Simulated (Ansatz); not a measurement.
# [BF2]+ (SMILES F[B+]F) at 6 levels

We compute a comparison of 6 runs (UHF/STO-3G, B2PLYP/STO-3G, BLYP/STO-3G, revPBE/STO-3G, CCSD(T)/STO-3G, UCCSD(T)/STO-3G) of [BF2]+. 

The calculation is run with Ansatz 0.2.0.

6 further runs of the same task are left out: 5 that didn't finish, 1 set aside as unsound or not needed.

### 1 The molecule

[BF2]+ has 3 atoms, charge +1, and is taken as a singlet. As SMILES, `F[B+]F`. The B2–F1 distance was set to 1.829 Å, away from the relaxed value.

Bond lengths: B2–F3 1.219 Å. A long bond or contact: F1–B2 1.829 Å.

### 2 The energy at UHF/STO-3G (run 1)

job.yaml reads:

```yaml
crystal:
  periodic: [false, false, false]
  atoms:
    - {symbol: F, position_ang: [0.490685, 1.700964, 0.458335]}
    - {symbol: B, position_ang: [0.000740, -0.000320, 0.000370]}
    - {symbol: F, position_ang: [-0.328120, -1.133550, -0.306050]}
basis:
  gaussian: {orbitals: STO-3G}
total_charge: 1
magnetization: {spin_polarized: true}
hamiltonian: {xc: hf}
accuracy: high
```

The run is started by

```sh
$ ansatz run job.yaml --threads 1 --pin off --max-ram 2610MiB --events-out events.jsonl --progress --plain --runs-dir runs
```

Output:

```text
Warning: RAYON_NUM_THREADS=1 ignored (pool sized by the plan → 1); use --threads N
Functional definition: HF
  name "HF"
  exchange = exact_x
  correlation = 0
238 factors; integrals over basis functions are off by at most 3.4e-8 eV
mean field evaluation 1: about -5979.9028 eV, gradient 2.9e1 eV
mean field evaluation 2: about -5979.9078 eV, gradient 2.9e1 eV
mean field evaluation 4: about -5989.2679 eV, gradient 4.4e0 eV
mean field evaluation 8: about -5989.5942 eV, gradient 4.6e-5 eV
mean field evaluation 16: about -5989.5794 eV, gradient 2.1e-4 eV
mean field evaluation 32: about -5990.0482 eV, gradient 6.2e-1 eV
mean field evaluation 64: about -5989.6379 eV, gradient 1.2e0 eV
mean field evaluation 96: about -5988.0888 eV, gradient 1.1e1 eV
mean field evaluation 128: about -5979.6429 eV, gradient 1.4e0 eV
mean field -5990.05415295 eV, -220.1304299163 hartree, gradient 4.3e-8 eV, S^2 0.490777; 2 other end points of the search recorded, 0 dependent functions left out
reference -5990.05415295 eV, -220.1304299163 hartree; 11, 11 occupied and 4, 4 virtual orbitals, 238 factors
Total energy: -5990.05415295 eV, -220.1304299163 hartree
```

Run time: 0.16 s. Hardware: 1 thread of Arm Neoverse V1, shared host.

### 3 A single-point energy at B2PLYP/STO-3G (run 2)

in.yaml reads:

```yaml
basis:
  gaussian:
    orbitals: STO-3G
crystal:
  periodic: [false, false, false]
  atoms:
    - {symbol: F, position_ang: [0.490685, 1.700964, 0.458335]}
    - {symbol: B, position_ang: [0.000740, -0.000320, 0.000370]}
    - {symbol: F, position_ang: [-0.328120, -1.133550, -0.306050]}
total_charge: 1
hamiltonian:
  xc: {name: B2PLYP}
correlation:
  frozen_orbitals: {B: 1, F: 1}
accuracy: high
```

The run is started by

```sh
$ ansatz run in.yaml --threads 1 --pin off --max-ram 2610MiB --events-out events.jsonl --progress --plain --runs-dir runs
```

Output (excerpt; [...] marks lines left out):

```text
Warning: RAYON_NUM_THREADS=1 ignored (pool sized by the plan → 1); use --threads N
Functional definition: B2PLYP
  name "B2PLYP"
[...]
238 factors; integrals over basis functions are off by at most 3.4e-8 eV
[...]
mean field -6005.57558233 eV, -220.7008319252 hartree, gradient 2.0e-8 eV, S^2 0.000000; 0 other end points of the search recorded, 0 dependent functions left out; unrestricted orbitals would lower it
3 core orbitals not correlated: weight in the atoms' cores, before any rotation towards them, 1.000 or more for the frozen orbitals, at most 0.000 for the correlated occupied ones
reference -6005.57559384 eV, -220.7008323484 hartree; 8, 8 occupied and 4, 4 virtual orbitals, 238 factors
second order -4.88642080 eV of doubles, -0.00000000 eV of singles
Total energy: -6006.89492746 eV, -220.7493169645 hartree
```

Run time: 0.89 s. Hardware: 1 thread of Arm Neoverse V1, shared host.

Runs 3 to 5 aren't shown in full; the table further down has their settings and results.

### 4 The energy at UCCSD(T)/STO-3G (run 6)

in.yaml reads:

```yaml
crystal:
  periodic: [false, false, false]
  atoms:
    - {symbol: F, position_ang: [0.490685, 1.700964, 0.458335]}
    - {symbol: B, position_ang: [0.000740, -0.000320, 0.000370]}
    - {symbol: F, position_ang: [-0.328120, -1.133550, -0.306050]}
basis:
  gaussian:
    orbitals: STO-3G
magnetization:
  spin_polarized: true
total_charge: 1
correlation:
  method: ccsd_t
  frozen_orbitals: {B: 1, F: 1}
accuracy: high
scf:
  omitted_lower_state_checks: [cluster_reference, increment]
```

The run is started by

```sh
$ ansatz run in.yaml --threads 1 --pin off --max-ram 2610MiB --events-out events.jsonl --progress --plain --runs-dir runs
```

Output (excerpt; [...] marks lines left out):

```text
Warning: RAYON_NUM_THREADS=1 ignored (pool sized by the plan → 1); use --threads N
Functional definition: HF
  name "HF"
[...]
238 factors; integrals over basis functions are off by at most 3.4e-8 eV
[...]
mean field -5990.05415295 eV, -220.1304299163 hartree, gradient 4.3e-8 eV, S^2 0.490777; 12 other end points of the search recorded, 0 dependent functions left out
3 core orbitals not correlated: weight in the atoms' cores, before any rotation towards them, 1.000 or more for the frozen orbitals, at most 0.000 for the correlated occupied ones
reference -5990.05415295 eV, -220.1304299163 hartree; 8, 8 occupied and 4, 4 virtual orbitals, 238 factors
second order -2.17382764 eV of doubles, -0.00000000 eV of singles
cycle   1  -2.24040101 eV  change   -6.7e-2 eV  update   1.2e-1
[...]
cycle  34  -3.52273855 eV  change  -4.7e-10 eV  update   1.3e-9
perturbative correction -0.27512069 eV, -0.0101104989 hartree
Total energy: -5993.85201219 eV, -220.2699986692 hartree
Checks for a lower state left out: cluster_reference, increment
```

Wall time 0.54 s (1 thread of Arm Neoverse V1, shared host).

### 5 All runs side by side

| run | level | frozen core orbitals | energy (Eh) | wall time |
| --- | --- | --- | --- | --- |
| 1 | UHF/STO-3G | – | -220.130430 | 0.16 s |
| 2 | B2PLYP/STO-3G | 3 | -220.749317 | 0.89 s |
| 3 | BLYP/STO-3G | – | -220.947155 | 0.68 s |
| 4 | revPBE/STO-3G | – | -220.952879 | 0.72 s |
| 5 | CCSD(T)/STO-3G | 3 | -220.270176 | 0.18 s |
| 6 | UCCSD(T)/STO-3G | 3 | -220.269999 | 0.54 s |

### 6 Summary of results

```
                                          quantity          value
                               run 6: total energy  -220.27000 Eh
run 6: correlation energy (3 core orbitals frozen)     -139.6 mEh
                             run 6: (T) correction     -10.11 mEh
          run 6: ⟨S²⟩ of the reference determinant          0.491
                              run 6: T1 diagnostic          0.073
```

**Reading.** Below the UHF energy at the same shape and in the same basis (STO-3G): CCSD(T) -139.7 mEh; UCCSD(T) -139.6 mEh. Some of these start from another determinant than that one, so these aren't their correlation energies. Totals of different functionals can't be ranked against each other. In runs 2, 5 the log says that unrestricted orbitals would lower the reference, so the values rest on an unstable closed-shell determinant (other closed-shell runs at this shape may share the fault). In runs 1, 2, 3, 4, 5, 6 the basis is minimal, so the values are rough. Spin contamination of the reference: run 1 ⟨S²⟩ = 0.49, run 6 ⟨S²⟩ = 0.49. All runs together took 3.2 s, the longest 0.89 s.
